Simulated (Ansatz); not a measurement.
Mg₂Si. Total charge 0; singlet. Geometry relaxed at B3LYP-D4/def2-TZVP.

```xyz
3

Mg    1.8081    0.0070    0.4269
Mg   -1.6306   -0.7229    0.5191
Si   -0.1775    0.7159   -0.9460
```

The restricted singlet is unstable towards broken spin symmetry at other levels; at B3LYP-D4/def2-TZVP this wasn't settled. The geometry of the singlet was relaxed on an unsound state (restricted singlet, unstable towards broken spin symmetry at other levels and untested here). At PBE0-D4/def2-TZVP a triplet of charge 0 lies 0.26 eV below the restricted singlet, each at its own geometry. Another isomer (singlet) lies 0.06 eV lower at PBE0-D4/def2-TZVP.

Q: Estimate the harmonic wavenumbers at RKS B3LYP-D4/def2-TZVP (Ansatz, unscaled). Is this a minimum?

A: 84, 315, 326 cm⁻¹. Yes, no mode is imaginary beyond noise. Zero-point energy 4.3 kJ/mol. It took 8 s on 4 threads of Arm Neoverse V1 on a shared host.
